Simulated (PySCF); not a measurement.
C5H3S (doublet state).
Z-matrix (Å and degrees, GFN2-xTB geometry), rows numbered from 1:
```
C 
C   1  1.3172
C   2  1.4898  1  138.75
C   3  1.3477  2   95.37  1  -179.85
C   4  1.4724  3   89.58  2    -0.19
S   5  1.6194  2  138.34  1    -0.50
H   1  1.0776  2  120.63  3  -179.96
H   1  1.0761  2  121.80  3     0.07
H   4  1.0695  3  137.67  2  -180.00
```

Identity: `C=C1[C]=CC1=S` [radical].

Method used: UKS B3LYP, pcH-1 on C H S, non-relativistic, mean-field spin-orbit, GIAO in PySCF 2.14.0. Geometry: GFN2-xTB; no solvent, vibrations or thermal averaging. GFN2-xTB frequencies show an imaginary mode (140i cm⁻¹), so this geometry is no minimum at that level. The geometry wasn't refined by DFT: couplings that depend on bond lengths, twists or pyramidal angles can differ widely from those at the functional's own minimum. The SCF solution wasn't tested for stability.

Task: Match the computed a_iso(13C) values +409.8, +120.9, +44.0, +6.6, -4.1 MHz with the sites C1; C2; C3; C4; C5.

Result: 
```tsv
site	a_iso (MHz)	ρ(0) (bohr⁻³)	position	distance from C3 (Å)	spin population	largest |T| (MHz)
C1	-4.1	-0.0036	2 bonds from C3	2.63	+0.01	1.5
C2	+44.0	+0.0391	1 bond from C3	1.49	+0.01	20.9
C3	+409.8	+0.3644	largest spin population	0.00	+0.95	132.7
C4	+6.6	+0.0059	1 bond from C3	1.35	-0.06	25.4
C5	+120.9	+0.1077	2 bonds from C3	1.99	+0.09	9.2
```

ρ(0) is the spin density at the nucleus and T the dipolar tensor; a_iso includes a spin–orbit part. The Mulliken spin populations are largest on C3 (+0.95) and C5 (+0.09). No atom but C3 exceeds +0.15.

Time: 35 s wall (grids of density and orbitals included); peak memory 0.65 GiB. Hardware: one thread, Arm Neoverse V2 (aarch64), no GPU, shared host.
